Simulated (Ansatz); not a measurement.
Worked example: AlH₃⁺, quartet against AlH3⁺, doublet

Geometry (PBE0/def2-TZVP stationary point of a doublet), kept for both states (AlH3⁺, doublet: A1; AlH3⁺, quartet: A2):

```xyz
4

Al    0.0000    0.0571    0.0000
H     0.0000    0.2262   -1.5512
H     0.0000    0.2262    1.5512
H     0.0000   -1.9820    0.0000
```

Basis aug-cc-pVDZ; Ansatz 0.2.0. Only valence electrons are correlated (noble-gas cores frozen). R marks a restricted (for open shells ROHF) determinant, U an unrestricted one.

Full CI is exact within this basis and frozen core; it isn't the basis-set limit. The frozen core follows each run's orbitals, which can shift R against U totals by a few meV.

Coupled cluster chose its determinant by trial CCSD, here up to 0.08 eV above the lowest Hartree–Fock solution of its kind, and MP2 stands on that determinant too.

```json
{"level": "UMP2", "E(AlH3⁺, doublet) (hartree)": "-243.337190", "E(AlH3⁺, quartet) (hartree)": "-243.123604"}
{"level": "UCCSD(T)*", "E(AlH3⁺, doublet) (hartree)": "-243.357222", "E(AlH3⁺, quartet) (hartree)": "-243.149045"}
{"level": "PBE", "E(AlH3⁺, doublet) (hartree)": "-243.660513", "E(AlH3⁺, quartet) (hartree)": "-243.467897"}
{"level": "PBE0", "E(AlH3⁺, doublet) (hartree)": "-243.687607", "E(AlH3⁺, quartet) (hartree)": "-243.488008"}
{"level": "full CI", "E(AlH3⁺, doublet) (hartree)": "-243.357645", "E(AlH3⁺, quartet) (hartree)": "-243.149918"}
```

Give the vertical gap, AlH3⁺ quartet less AlH3⁺ doublet, at each level in eV (1 hartree = 27.2114 eV), and each error against full CI.

full CI: (-243.149918 − (-243.357645)) × 27.2114 = 5.653 eV (the reference)
PBE0: (-243.488008 − (-243.687607)) × 27.2114 = 5.431 eV, error -0.222 eV
PBE: (-243.467897 − (-243.660513)) × 27.2114 = 5.241 eV, error -0.412 eV
UCCSD(T): (-243.149045 − (-243.357222)) × 27.2114 = 5.665 eV, error 0.012 eV
UMP2: (-243.123604 − (-243.337190)) × 27.2114 = 5.812 eV, error 0.159 eV

Total energies of functionals can't be set beside those of wave-function methods, since they hold the core's correlation and their own absolute errors; only the differences compare.

In so small a basis the reference is far from its limit while semilocal and hybrid functionals are nearer theirs, so the functionals' errors here hold much of the reference's basis and frozen-core error, which can add to them or hide them.

Each level lands on the state that its own search finds. T1 diagnostics of restricted CCSD: 0.021 and 0.030.

An asterisk marks runs whose energy the program itself flagged as in doubt.
